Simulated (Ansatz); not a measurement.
Li3H3⁺, that is (LiH)3 ring with one electron fewer. The state is a doublet with charge 1. Geometry r2SCAN-D4/def2-TZVP; atoms count from 1.

```xyz
6

Li    0.856    1.654   -0.268
H    -0.784    0.369    0.357
Li   -2.247   -0.356    0.942
H    -0.674   -0.596    0.253
Li    1.197   -1.331   -0.591
H     1.652    0.261   -0.693
```

In the doublet geometry the species has come apart into loosely held pieces. In the charge 1 doublet, H2 and H4 lie 0.98 Å apart (atoms count from 1), so these atoms are partly bonded to each other.

(1) Estimate the Mulliken populations from the PBE0/def2-TZVP orbitals of Ansatz.

(2) Where does the spin sit?

Answers

(1) 
```
atom  charge (e)  spin (α − β)
 Li1        0.71          0.08
  H2       -0.31          0.35
 Li3        0.78          0.15
  H4       -0.31          0.35
 Li5        0.71          0.08
  H6       -0.58         -0.01
```
Mulliken values and Mayer orders depend strongly on the basis.

(2) Summed by element: Li 0.31, H 0.69, of 1 unpaired in all. Largest on single atoms: H4 0.35, H2 0.35, Li3 0.15.
